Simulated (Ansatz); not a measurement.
**BNH6 (B(NH3)H3): the vertical energy of the triplet above the singlet, rung by rung**

The species is BNH6 (8 atoms), meant as a singlet with charge 0. SMILES: `[H]B([H])([H])<-N`. The coordinates come from a GFN2-xTB relaxation.

Quantity: the vertical energy of the triplet above the singlet, in eV. The values are calculated.

| level | kind | program | value (eV) | less CCSDT/STO-3G |
| --- | --- | --- | --- | --- |
| SVWN5/STO-3G | LDA | Ansatz | 12.36 | -1.81 |
| BLYP/STO-3G | GGA | Ansatz | 12.26 | -1.91 |
| revPBE/STO-3G | GGA | Ansatz | 12.29 | -1.88 |
| r2SCAN/STO-3G | meta-GGA | Ansatz | 12.67 | -1.50 |
| B3LYP/STO-3G | global hybrid | Ansatz | 12.84 | -1.33 |
| wB97X/STO-3G | range-separated hybrid | Ansatz | 13.31 | -0.86 |
| B2PLYP/STO-3G | double hybrid | Ansatz | 13.55 | -0.62 |
| MP2/STO-3G | perturbation theory | Ansatz | 14.32 | +0.15 |
| BCCD(T)/STO-3G | coupled cluster or CI | Ansatz | 14.18 | +0.01 |
| CCSDT/STO-3G | coupled cluster or CI | Ansatz | 14.17 | 0.00 |

Differences are taken from CCSDT/STO-3G for orientation; it has basis-set and higher-order errors of its own. The values span 12.26 to 14.32 eV. A triplet this far above the singlet is often a Rydberg-like or dissociative state; sets without diffuse functions put Rydberg states too high. All rows use very small basis sets, so none should be taken for the real molecule's value.
